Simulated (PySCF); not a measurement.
Estimate the missing entries of this data sheet.

Methylsilylchloride, CH5ClSi.
SMILES: `C[SiH2]Cl`

```json
{"property": "point group of the GFN2-xTB geometry", "level": "GFN2-xTB", "value": "?"}
{"property": "rotational constants A, B, C of the GFN2-xTB geometry", "level": "GFN2-xTB", "value": "15.804, 3.962, 3.356 GHz"}
{"property": "dipole moment", "level": "CAM-B3LYP/def2-SVPD", "value": "1.71 D"}
{"property": "HOMO energy", "level": "CAM-B3LYP/def2-SVPD", "value": "?"}
{"property": "LUMO energy", "level": "CAM-B3LYP/def2-SVPD", "value": "?"}
{"property": "lowest singlet excitation", "level": "TDDFT CAM-B3LYP/def2-SVPD", "value": "7.86 eV (158 nm, f = 0.012)"}
{"property": "strongest line among the 8 lowest singlet transitions", "level": "TDDFT CAM-B3LYP/def2-SVPD", "value": "?"}
{"property": "lowest triplet excitation (Tamm–Dancoff)", "level": "TDA CAM-B3LYP/def2-SVPD", "value": "?"}
{"property": "static isotropic polarisability", "level": "CAM-B3LYP/def2-SVPD", "value": "?"}
{"property": "electronic spatial extent ⟨r²⟩ about the centre of nuclear charge", "level": "CAM-B3LYP/def2-SVPD", "value": "398 bohr²"}
```

Electronic properties: PySCF, gas phase, density fitting.

(1) Give the LUMO energy.

(2) What is the static isotropic polarisability?

(3) What is the point group of the GFN2-xTB geometry?

(4) What is the HOMO energy?

(5) The strongest line among the 8 lowest singlet transitions?

(6) What is the lowest triplet excitation (Tamm–Dancoff)?

## Answers

(1) 1.10 eV.

(2) 52.6 au.

(3) Cs.

(4) -10.12 eV.

(5) S6 at 8.95 eV (138 nm, f = 0.082).

(6) 7.50 eV.

The dipole equals about 5.7 × 10⁻³⁰ C·m (1 D = 3.33564 × 10⁻³⁰ C·m). No computed singlet falls in the visible range (750 to 380 nm, 1.65 to 3.26 eV); S1 lies 4.60 eV above its blue end. The principal polarisabilities are 46.8, 51.6 and 59.5 au; their mean is the isotropic value. With B = h/(8π²I), that is 505.379 GHz u Å² over I, the principal moments of inertia are 32.0, 127.5 and 150.6 u Å² (most abundant isotopes).

For the TDDFT job (CAM-B3LYP/def2-SVPD), the run took 6.4 s wall on one thread of an Arm Neoverse V1, no GPU, on a shared host.
